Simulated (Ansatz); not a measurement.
These are Ansatz (an electronic-structure program) with B3LYP-D3(BJ)/def2-TZVP values and carry that method's errors. No frequencies were computed at this level.

Ansatz 0.2 input:
```yaml
crystal:
  periodic: [false, false, false]
  atoms:
    - { symbol: Cl, position_ang: [-1.502492, -0.443064, -1.266408] }
    - { symbol: Si, position_ang: [-0.000051, -0.000066, 0.000008] }
    - { symbol: Cl, position_ang: [0.100721, 1.996102, 0.250046] }
    - { symbol: Cl, position_ang: [-0.338252, -0.883235, 1.778497] }
    - { symbol: Cl, position_ang: [1.740076, -0.669736, -0.762143] }
basis:
  gaussian: { orbitals: def2-tzvp }
hamiltonian:
  xc: b3lyp
  dispersion: d3bj
relax:
  max_steps: 150
```

Output:

```
Functional definition: B3LYP
1313 factors; their error is unknown
mean field evaluation 1: about -57976.7323 eV, gradient 2.0e1 eV
mean field evaluation 2: about -57976.9659 eV, gradient 1.9e1 eV
mean field evaluation 4: about -57977.5364 eV, gradient 1.2e0 eV
mean field evaluation 8: about -57977.6802 eV, gradient 7.3e-3 eV
mean field -57977.68016425 eV, -2130.6404473530 hartree, gradient 2.1e-5 eV, S^2 0.000000; 0 other end points of the search recorded, 0 dependent functions left out
reference -57977.68044452 eV, -2130.6404576530 hartree; 41, 41 occupied and 144, 144 virtual orbitals, 1313 factors
relax step   1: F+E_penalty+E_count = -57978.15134668 eV  Δ(F+E_penalty+E_count) = +0.000e0 eV  max|allowed force component| = 4.141e-1 eV/Å  Δτ_max = 0.0000 Å  (26 SCF iters, accepted)
these checks for a lower state are left out or cut short: starts, cluster_reference, orbital_swaps, neighbouring_geometries, increment
1313 factors; their error is unknown
mean field evaluation 16: about -57977.5597 eV, gradient 7.7e-3 eV
mean field -57977.70035062 eV, -2130.6411891886 hartree, gradient 5.3e-5 eV, S^2 0.000000; 0 other end points of the search recorded, 0 dependent functions left out
reference -57977.70063196 eV, -2130.6411995275 hartree; 41, 41 occupied and 144, 144 virtual orbitals, 1313 factors
relax step   2: F+E_penalty+E_count = -57978.16588124 eV  Δ(F+E_penalty+E_count) = -1.453e-2 eV  max|allowed force component| = 6.947e-2 eV/Å  Δτ_max = 0.0215 Å  (27 SCF iters, accepted)
these checks for a lower state are left out or cut short: starts, cluster_reference, orbital_swaps, neighbouring_geometries, increment
1313 factors; their error is unknown
mean field -57977.69994453 eV, -2130.6411742652 hartree, gradient 5.4e-5 eV, S^2 0.000000; 0 other end points of the search recorded, 0 dependent functions left out
reference -57977.70022571 eV, -2130.6411845983 hartree; 41, 41 occupied and 144, 144 virtual orbitals, 1313 factors
relax step   3: F+E_penalty+E_count = -57978.16632751 eV  Δ(F+E_penalty+E_count) = -4.463e-4 eV  max|allowed force component| = 3.302e-4 eV/Å  Δτ_max = 0.0033 Å  (28 SCF iters, accepted)
1313 factors; their error is unknown
mean field evaluation 32: about -57977.5562 eV, gradient 1.0e0 eV
mean field -57977.69994453 eV, -2130.6411742652 hartree, gradient 5.4e-5 eV, S^2 0.000000; 1 other end points of the search recorded, 0 dependent functions left out
reference -57977.70022571 eV, -2130.6411845983 hartree; 41, 41 occupied and 144, 144 virtual orbitals, 1313 factors
Total energy: -57978.16660869 eV, -2130.6583238564 hartree
Atom 0 at    -1.516059    -0.447083    -1.277825 Å, force     0.000010    -0.000170     0.000183 eV/Å
Atom 1 at    -0.000031    -0.000040     0.000004 Å, force     0.000202     0.000265    -0.000039 eV/Å
Atom 2 at     0.101616     2.014163     0.252314 Å, force    -0.000140     0.000330     0.000101 eV/Å
Atom 3 at    -0.341320    -0.891223     1.794539 Å, force    -0.000128    -0.000117    -0.000179 eV/Å
Atom 4 at     1.755796    -0.675816    -0.769033 Å, force     0.000057    -0.000308    -0.000066 eV/Å
Dipole moment:    -0.000034    -0.000044     0.000006 e Å
```

Cost: about 60 core-seconds (a rough figure).
